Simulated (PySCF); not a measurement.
Core binding energy against partial charge

Species: allyl fluoride, C3H5F.
Z-matrix (Å and degrees, GFN2-xTB geometry), rows numbered from 1:
```
C 
C   1  1.3187
C   2  1.4959  1  124.81
F   3  1.3712  2  112.44  1     0.32
H   1  1.0769  2  121.40  3    -0.04
H   1  1.0757  2  121.77  3   180.00
H   2  1.0813  1  121.90  3  -179.92
H   3  1.0977  2  110.77  1   119.70
H   3  1.0978  2  110.83  1  -119.11
```

Binding energies: delta-SCF UKS SCAN, pcX-2 on the ionised atom, pcseg-1 elsewhere, spin-free X2C (PySCF). Charges: PBE0/pcSseg-1 ground-state density, for the ionised atom.

```json
{"atom": "C1", "environment": "terminal =CH2 carbon", "C 1s (eV)": "290.40", "Mulliken (e)": "-0.143", "IAO (e)": "-0.316", "Hirshfeld (e)": "-0.105", "ESP (e)": "-0.474"}
{"atom": "C2", "environment": "alkene CH carbon", "C 1s (eV)": "290.89", "Mulliken (e)": "-0.335", "IAO (e)": "-0.162", "Hirshfeld (e)": "-0.052", "ESP (e)": "-0.060"}
{"atom": "C3", "environment": "sp3 C–F carbon", "C 1s (eV)": "293.34", "Mulliken (e)": "+0.223", "IAO (e)": "+0.041", "Hirshfeld (e)": "+0.028", "ESP (e)": "+0.128"}
```

**Question.** Give the correlation coefficient and slope of binding energy on charge for each scheme.

**Answer.** Hirshfeld: r = 0.97, slope 22.7 eV per e; IAO: r = 0.96, slope 8.4 eV per e; Mulliken: r = 0.88, slope 4.9 eV per e; ESP: r = 0.84, slope 4.3 eV per e. On 3 points no scheme stands out.

**Question.** The point-charge model writes a binding energy as kq + V + constant, with V the potential of the other atoms' charges at the site. What does it give with the Mulliken charges?

**Answer.** V = Σ 14.40 eV Å × q/r over all other atoms: +0.97 eV at C1, +3.31 eV at C2, -2.61 eV at C3. Fitting binding energy − V to q gives k = 15.4 eV per e and leaves an rms residual of 0.48 eV, against 0.62 eV for the fit on q alone. The model has no term for differences in relaxation between sites.

The structure is a single GFN2-xTB conformer in the gas phase; no vibrational or solvent corrections.
